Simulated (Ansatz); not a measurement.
# One shape, several levels: doublet CH4Si+

We compute a comparison of 6 runs (U-r2SCAN0/STO-3G, UB3LYP/STO-3G, UBLYP/STO-3G, UHSE06/STO-3G, RPA@PBE/STO-3G, UBCCD(T)/STO-3G) of doublet CH4Si+. 

The results are computed with Ansatz 0.2.0.

43 further runs of the same task are left out: 43 set aside as unsound or not needed.

## 1. Starting point

The species is CH4Si+ (6 atoms), meant as a doublet with charge +1. SMILES of the parent species: `C=[SiH2]`. Geometry: relaxed at GFN2-xTB. That shape belongs to the parent species and isn't relaxed for this state.

Bond lengths: C1–Si2 1.748 Å, C1–H3 1.077 Å, C1–H4 1.077 Å, Si2–H5 1.458 Å, Si2–H6 1.458 Å. Angles: C1–Si2–H5 124.5°, C1–Si2–H6 124.6°, Si2–C1–H3 122.4°, Si2–C1–H4 122.5°, H5–Si2–H6 110.9°, H3–C1–H4 115.0°.

## 2. The energy at U-r2SCAN0/STO-3G (run 1)

Input file run.yaml:

```yaml
basis:
  gaussian: {orbitals: STO-3G}
crystal:
  periodic: [false, false, false]
  atoms:
    - {symbol: C, position_ang: [-0.738690, -0.547160, -0.265100]}
    - {symbol: Si, position_ang: [0.611270, 0.451760, 0.218260]}
    - {symbol: H, position_ang: [-1.408510, -0.996610, 0.448130]}
    - {symbol: H, position_ang: [-0.962920, -0.758160, -1.296740]}
    - {symbol: H, position_ang: [0.952980, 0.765970, 1.600750]}
    - {symbol: H, position_ang: [1.545870, 1.084200, -0.705300]}
total_charge: 1
magnetization: {spin_polarized: true, initial_magnetization: 1}
hamiltonian: {xc: {name: r2SCAN0}}
accuracy: high
```

Launch:

```sh
$ ansatz run run.yaml --threads 1 --pin off --max-ram 2610MiB --events-out events.jsonl --progress --plain --runs-dir runs
```

The log of the run:

```text
Warning: RAYON_NUM_THREADS=1 ignored (pool sized by the plan → 1); use --threads N
Functional definition: r2SCAN0
  name "r2SCAN0"
  parameter a = 0.25
  parameter k0 = 0.174
  parameter k1 = 0.065
  parameter a1 = 4.9479
  exchange = (1 - a)*r2scan_x(k0 = k0, k1 = k1, a1 = a1) + a*exact_x
  correlation = r2scan_c
310 factors; integrals over basis functions are off by at most 1.1e-8 eV
mean field evaluation 1: about -8864.3914 eV, gradient 1.3e1 eV
mean field evaluation 2: about -8864.4782 eV, gradient 1.2e1 eV
mean field evaluation 4: about -8865.5399 eV, gradient 2.4e-1 eV
mean field evaluation 8: about -8865.5000 eV, gradient 6.9e-3 eV
mean field evaluation 16: about -8865.5000 eV, gradient 2.0e-7 eV
mean field -8865.49995883 eV, -325.8011142353 hartree, gradient 4.9e-8 eV, S^2 0.754070; 0 other end points of the search recorded, 0 dependent functions left out
reference -8865.49995953 eV, -325.8011142609 hartree; 12, 11 occupied and 6, 7 virtual orbitals, 310 factors
Total energy: -8865.49995953 eV, -325.8011142609 hartree
```

It took 4.2 s on 1 thread of Arm Neoverse V1, shared host; peak memory 0.22 GiB.

## 3. The energy at UB3LYP/STO-3G (run 2)

Input file input.yaml:

```yaml
basis:
  gaussian: {orbitals: STO-3G}
crystal:
  periodic: [false, false, false]
  atoms:
    - symbol: C
      position_ang: [-0.738690, -0.547160, -0.265100]
    - symbol: Si
      position_ang: [0.611270, 0.451760, 0.218260]
    - symbol: H
      position_ang: [-1.408510, -0.996610, 0.448130]
    - symbol: H
      position_ang: [-0.962920, -0.758160, -1.296740]
    - symbol: H
      position_ang: [0.952980, 0.765970, 1.600750]
    - symbol: H
      position_ang: [1.545870, 1.084200, -0.705300]
hamiltonian: {xc: {name: B3LYP}}
accuracy: high
magnetization: {spin_polarized: true, initial_magnetization: 1}
total_charge: 1
```

Launch:

```sh
$ ansatz run input.yaml --threads 1 --pin off --max-ram 2610MiB --events-out events.jsonl --progress --plain --runs-dir runs
```

The log of the run:

```text
Warning: RAYON_NUM_THREADS=1 ignored (pool sized by the plan → 1); use --threads N
Functional definition: B3LYP
  name "B3LYP"
  parameter a0 = 0.2
  parameter ax = 0.72
  parameter ac = 0.81
  exchange = (1 - a0 - ax)*slater_x + ax*b88_x + a0*exact_x
  correlation = (1 - ac)*vwn_rpa_c + ac*lyp_c
310 factors; integrals over basis functions are off by at most 1.1e-8 eV
mean field evaluation 1: about -8865.2790 eV, gradient 1.4e1 eV
mean field evaluation 2: about -8864.4749 eV, gradient 1.8e1 eV
mean field evaluation 4: about -8866.8110 eV, gradient 2.4e-1 eV
mean field evaluation 8: about -8866.7647 eV, gradient 1.4e-3 eV
mean field evaluation 16: about -8866.7647 eV, gradient 5.1e-8 eV
mean field -8866.76466831 eV, -325.8475914516 hartree, gradient 5.0e-8 eV, S^2 0.752223; 0 other end points of the search recorded, 0 dependent functions left out
reference -8866.76469710 eV, -325.8475925093 hartree; 12, 11 occupied and 6, 7 virtual orbitals, 310 factors
Total energy: -8866.76469710 eV, -325.8475925093 hartree
```

Wall time 1.8 s (1 thread of Arm Neoverse V1, shared host); peak memory 0.13 GiB.

Runs 3 to 5 aren't shown in full; the table further down has their settings and results.

## 4. The energy at UBCCD(T)/STO-3G (run 6)

Edit run.yaml of step 2 so:

```diff
@@ -1,3 +1,4 @@
 basis:
-  gaussian: {orbitals: STO-3G}
+  gaussian:
+    orbitals: STO-3G
 crystal:
@@ -12,4 +13,10 @@
 total_charge: 1
-magnetization: {spin_polarized: true, initial_magnetization: 1}
-hamiltonian: {xc: {name: r2SCAN0}}
+magnetization:
+  spin_polarized: true
+  initial_magnetization: 1
+correlation:
+  method: bccd_t
+  frozen_orbitals: {C: 1, H: 0, Si: 5}
 accuracy: high
+scf:
+  omitted_lower_state_checks: [cluster_reference, increment]
```

Launch:

```sh
$ ansatz run run.yaml --threads 1 --pin off --max-ram 2610MiB --events-out events.jsonl --progress --plain --runs-dir runs
```

The log of the run, shortened:

```text
Warning: RAYON_NUM_THREADS=1 ignored (pool sized by the plan → 1); use --threads N
Functional definition: HF
  name "HF"
[...]
310 factors; integrals over basis functions are off by at most 1.1e-8 eV
[...]
mean field -8845.32376715 eV, -325.0596528670 hartree, gradient 6.5e-8 eV, S^2 0.759683; 0 other end points of the search recorded, 0 dependent functions left out
6 core orbitals not correlated: weight in the atoms' cores, before any rotation towards them, 0.999 or more for the frozen orbitals, at most 0.000 for the correlated occupied ones
reference -8845.32376715 eV, -325.0596528670 hartree; 6, 5 occupied and 6, 7 virtual orbitals, 310 factors
second order -2.01682336 eV of doubles, -0.00000000 eV of singles
cycle   1  -2.55765737 eV  change   -5.4e-1 eV  update   6.4e-2
[...]
cycle  21  -2.87131351 eV  change  -1.2e-10 eV  update  8.0e-10
perturbative correction -0.03330599 eV, -0.0012239727 hartree
Total energy: -8848.22838665 eV, -325.1663956649 hartree
Checks for a lower state left out: cluster_reference, increment
```

It took 0.28 s on 1 thread of Arm Neoverse V1, shared host.

## 5. Overview of the runs

| run | level | frozen core orbitals | energy (Eh) | ⟨S²⟩ | wall time |
| --- | --- | --- | --- | --- | --- |
| 1 | U-r2SCAN0/STO-3G | – | -325.801114 | 0.754 | 4.2 s |
| 2 | UB3LYP/STO-3G | – | -325.847593 | 0.752 | 1.8 s |
| 3 | UBLYP/STO-3G | – | -325.778514 | 0.752 | 1.7 s |
| 4 | UHSE06/STO-3G | – | -325.666049 | 0.753 | 2.2 s |
| 5 | RPA@PBE/STO-3G | 6 | -325.226350 | 0.752 | 2 s |
| 6 | UBCCD(T)/STO-3G | 6 | -325.166396 | 0.760 | 0.28 s |

## 6. Summary of results

| quantity | value |
| --- | --- |
| run 6: total energy | -325.16640 Eh |
| run 6: correlation energy (6 core orbitals frozen) | -106.7 mEh |
| run 6: (T) correction | -1.22 mEh |
| run 6: ⟨S²⟩ of the reference determinant | 0.760 |

**Reading.** Totals of different functionals can't be ranked against each other. In runs 1, 2, 3, 4, 5, 6 the basis is minimal, so the values are rough. All runs together took 12 s, the longest 4.2 s.
